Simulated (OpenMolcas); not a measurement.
**BF (SMILES [B]F) at r2SCAN/cc-pVTZ (RICD fitting, fitting threshold 1e-06)**

Aim: the vertical singlet–triplet gap of BF at r2SCAN/cc-pVTZ (RICD fitting, fitting threshold 1e-06), from 2 runs. 

The results are computed with OpenMolcas 26.06.

**1. The structure to begin with**

BF has 2 atoms, charge 0, and is taken as a singlet. As SMILES, `[B]F`. The shape is that of a PBE0-D4/def2-TZVP optimisation.

Bond lengths: B1–F2 1.263 Å.

**2. A single-point energy at r2SCAN/cc-pVTZ (RICD fitting, fitting threshold 1e-06)**

File job.input:

```
&GATEWAY
 BasLib = $CurrDir
 Coord
 2
 angstrom
 B        0.000000       0.000000      -0.009350
 F        0.000000       0.000000       1.253740
 Basis = cc-pVTZ
 Group = NoSym
 RICD
 CDThreshold = 1e-06

&SEWARD

&SCF
 KSDFT = 2
 1.0 MGGA_X_R2SCAN
 1.0 MGGA_C_R2SCAN
 PrOrbitals = 1 1
```

The basis set cc-pVTZ is read from a file made from the Basis Set Exchange's data (not shown).

Command:

```console
$ export MOLCAS_MEM=1860
$ pymolcas job.input > job.log
```

Output, cut to the lines that bear on the results:

```text
--- Start Module: gateway ---
[...]
--- Stop Module: gateway /rc=_RC_ALL_IS_WELL_ ---
--- Start Module: seward ---
[...]
      Basis functions           60
--- Stop Module: seward /rc=_RC_ALL_IS_WELL_ ---
--- Start Module: scf ---
[...]
       Convergence after  10 Iterations
[...]
::    Total KS-DFT energy                            -124.6465039227
[...]
      Total spin, S                                     0.0000000000
[...]
      Total electronic charge=   14.000000
      Total            charge=   -0.000000
[...]
      Dipole Moment (debye):
      Origin of the operator (angstrom)=    0.0000    0.0000    0.7903
                   X=  1.6973E-14               Y=  2.8131E-15               Z=  1.1196E+00           Total=  1.1196E+00
      Quadrupole Moment (debye*angstrom):
[...]
--- Stop Module: scf /rc=_RC_ALL_IS_WELL_ ---
[...]
```

Run time: 2.9 s. Hardware: 1 thread of Arm Neoverse V2, shared host; peak memory 0.093 GiB.

**3. The triplet**

File job.input:

```
&gateway
 baslib = $CurrDir
 coord
 2
 angstrom
 B        0.000000       0.000000      -0.009350
 F        0.000000       0.000000       1.253740
 basis = cc-pVTZ
 group = NoSym
 ricd
 cdthreshold = 1e-06

&seward

&scf
 uhf
 spin = 3
 ksdft = 2
 1.0 MGGA_X_R2SCAN
 1.0 MGGA_C_R2SCAN
 prorbitals = 1 1
```

The basis set cc-pVTZ is read from a file made from the Basis Set Exchange's data (not shown).

Command:

```console
$ export MOLCAS_MEM=1860
$ pymolcas job.input > job.log
```

Output, cut to the lines that bear on the results:

```text
--- Start Module: gateway ---
[...]
--- Stop Module: gateway /rc=_RC_ALL_IS_WELL_ ---
--- Start Module: seward ---
[...]
      Basis functions           60
--- Stop Module: seward /rc=_RC_ALL_IS_WELL_ ---
--- Start Module: scf ---
[...]
       Convergence after  24 Iterations
[...]
::    Total KS-DFT energy                            -124.5322164928
[...]
      Total spin, S                                     1.0012565243
[...]
      Total electronic charge=   14.000000
      Total            charge=   -0.000000
[...]
      Dipole Moment (debye):
      Origin of the operator (angstrom)=    0.0000    0.0000    0.7903
                   X=  8.8650E-16               Y= -1.8578E-15               Z= -3.4703E-01           Total=  3.4703E-01
      Quadrupole Moment (debye*angstrom):
[...]
--- Stop Module: scf /rc=_RC_ALL_IS_WELL_ ---
[...]
```

Run time: 6.9 s. Hardware: 1 thread of Arm Neoverse V2, shared host; peak memory 0.093 GiB.

**4. What came out**

Level: r2SCAN/cc-pVTZ (RICD fitting, fitting threshold 1e-06).

| quantity | value |
| --- | --- |
| singlet: total energy | -124.64650 Eh |
| singlet: dipole moment | 1.12 D |
| singlet: HOMO energy | -6.98 eV |
| singlet: LUMO energy | -1.73 eV |
| singlet: HOMO–LUMO gap | 5.25 eV |
| triplet: total energy | -124.53222 Eh |
| triplet: dipole moment | 0.35 D |
| triplet: HOMO energy (highest over α and β) | -3.43 eV |
| triplet: ⟨S²⟩ | 2.004 |
| vertical energy of the triplet above the singlet | 3.110 eV |

This program's gradients are faulty for this kind of reference, so any forces in the log (triplet) can't be trusted; the energy can. At this shape the triplet lies 3.11 eV (300 kJ/mol) above the singlet.
